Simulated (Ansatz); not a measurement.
A run of Ansatz (development build ahead of 0.2.0) on doublet N2(+) at this shape:

```xyz
2

N     0.0000    0.0000   -0.5992
N     0.0000    0.0000    0.5992
```

Its results:

```yaml
Converged: yes
Total_energy: -108.39120 hartree
Spin_squared_of_the_determinant: 1.632
```

**Question.** Which input gives this output? Name the method, the orbitals and the basis set, and write the input.

**Answer.** UHF in cc-pVDZ.

```yaml
crystal:
  periodic: [false, false, false]
  atoms:
    - { symbol: "N", position_ang: [0.0, 0.0, -0.59917] }
    - { symbol: "N", position_ang: [0.0, 0.0, 0.59917] }
basis:
  gaussian: { orbitals: cc-pVDZ }
total_charge: 1
magnetization:
  spin_polarized: true
  initial_magnetization: 1
hamiltonian:
  xc: hf
```

Caution: the unrestricted determinant is a mixture of spin states.
